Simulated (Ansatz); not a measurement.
A-type hexagonal La₂O₃, treated with LDA in Ansatz (PAW).

Run with plane-wave cutoff 520 eV, 6×6×4 k mesh (along the axes of the cell as run), perturbation theory, scalar-relativistic PAW data made under PBE.

The cell has the measured lattice parameters. Conventional cell: a = 3.9340 Å, b = 3.9340 Å, c = 6.1300 Å, α = 90.00°, β = 90.00°, γ = 120.00°.

```
La2O3
1.0
    3.93400     0.00000     0.00000
   -1.96700     3.40694     0.00000
    0.00000     0.00000     6.13000
La O
2 3
Direct
  0.33333   0.66667   0.24824
  0.66667   0.33333   0.75176
  0.00000   0.00000   0.00000
  0.33333   0.66667   0.64439
  0.66667   0.33333   0.35561
```

Harmonic phonon frequencies (cm⁻¹; i marks an imaginary mode; at Γ without the LO shift):

| q point | frequencies |
|---|---|
| Γ | 0 0 0 99 99 153 153 172 184 344 344 379 379 381 427 |
| M | 76 79 100 111 144 172 198 204 266 280 302 338 380 484 492 |
| K | 40 85 85 157 157 179 204 204 243 299 308 308 399 481 481 |
| A | 55 55 89 89 93 145 154 154 335 335 378 385 385 385 502 |

No imaginary mode appears at these points.

Note: the cell isn't this level's own, so it is under some stress, which shifts stiffness and frequencies.

Ansatz is a program for electronic structure.
